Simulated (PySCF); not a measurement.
**Computed spin Hamiltonian**

Compound: C4H8N (doublet state).
Z-matrix (Å and degrees, GFN2-xTB geometry), rows numbered from 1:
```
N 
C   1  1.4524
C   2  1.4832  1  115.40
C   3  1.4679  2  131.74  1   138.57
C   3  1.4695  2  131.06  1    51.49
H   1  1.0142  2  110.43  3    67.49
H   1  1.0152  2  109.78  3   -50.65
H   2  1.1043  1  107.08  3   121.84
H   2  1.0962  1  108.05  3  -123.73
H   4  1.0855  3  119.59  5   108.45
H   4  1.0818  3  118.91  5  -106.05
H   5  1.0823  3  119.24  4   106.07
H   5  1.0866  3  119.61  4  -108.20
```

The hyperfine couplings belong to this conformer and change with its torsions.

As a line formula: `NC[C]1CC1` [radical].

Theory: UKS B3LYP, pcH-1 on C H N, non-relativistic, mean-field spin-orbit, GIAO (PySCF). The structure is a single GFN2-xTB conformer in the gas phase; no vibrational or solvent corrections. A GFN2-xTB geometry isn't a minimum of the functional, and hyperfine couplings can be far from their values at a DFT geometry. No stability test was run, so a lower SCF solution isn't excluded.

```json
{
  "g1, g2, g3": "2.00215, 2.00288, 2.00300",
  "g_iso": "2.00268",
  "Form of g": "close to axial: the two nearest values differ by 14 % of g3 − g1",
  "⟨S²⟩": "0.7532 (exact 0.7500)",
  "α and β electrons": "20, 19",
  "Basis functions": "205"
}
```

Hyperfine couplings atom by atom, in 10⁻⁴ cm⁻¹; T1 to T3 are the principal values of the dipolar part; ρ(0) is the spin density at the nucleus (1 × 10⁻⁴ cm⁻¹ = 2.998 MHz):

```
atom  isotope  a_iso     T1     T2    T3  Mulliken spin population  ρ(0) (bohr⁻³)
  N1      14N    0.2   -0.1    0.0   0.1                      0.00         0.0019
  C2      13C   -1.6   -1.3   -0.9   2.2                     -0.05        -0.0043
  C3      13C   91.5  -24.9  -23.5  48.4                      0.92         0.2441
  C4      13C   -4.7   -1.4    0.0   1.4                     -0.03        -0.0124
  C5      13C   -4.5   -1.6   -0.1   1.7                     -0.03        -0.0121
  H6       1H    0.1   -1.1   -0.9   2.0                      0.00         0.0000
  H7       1H   -0.3   -1.0   -0.8   1.9                      0.00        -0.0002
  H8       1H   37.6   -1.7   -0.7   2.3                      0.06         0.0252
  H9       1H   19.2   -2.0   -1.8   3.8                      0.02         0.0129
 H10       1H   15.2   -1.5   -0.7   2.3                      0.03         0.0102
 H11       1H   25.0   -2.1   -1.2   3.4                      0.03         0.0168
 H12       1H   25.6   -2.2   -1.3   3.4                      0.03         0.0172
 H13       1H   17.0   -1.6   -0.7   2.3                      0.03         0.0114
```

The largest Mulliken spin population is on C3 (+0.92). The angles at C3 add up to 325.0°, so it is pyramidal.

Axes: g3 points within 11° of the C2–C3 bond.

Under fast tumbling the dipolar parts average out, and these isotropic splittings remain: 2 × 1H (H8/H9, I = 1/2, 3 lines) with 3.04 mT and 4 × 1H (H10/H11/H12/H13, I = 1/2, 5 lines) with 2.22 mT.

Means are taken over nuclei equivalent by connectivity, which assumes that they swap fast. The 1H value of +85.2 MHz is a mean of couplings from 57.6 to 112.7 MHz in this one geometry, not an average over conformers. The 1H value of +62.1 MHz is a mean of couplings from 45.6 to 76.8 MHz in this one geometry, not an average over conformers.

The 13C coupling of C3 (274.4 MHz) shows only in satellite lines or after enrichment, since that isotope makes up about 1.07 % of natural carbon.

β density exceeds α density at some nuclei, such as C4/C5 (-0.0122) and C2 (-0.0043), spin density in bohr⁻³. In a single determinant that takes different orbitals for the two spins, that is spin polarisation.
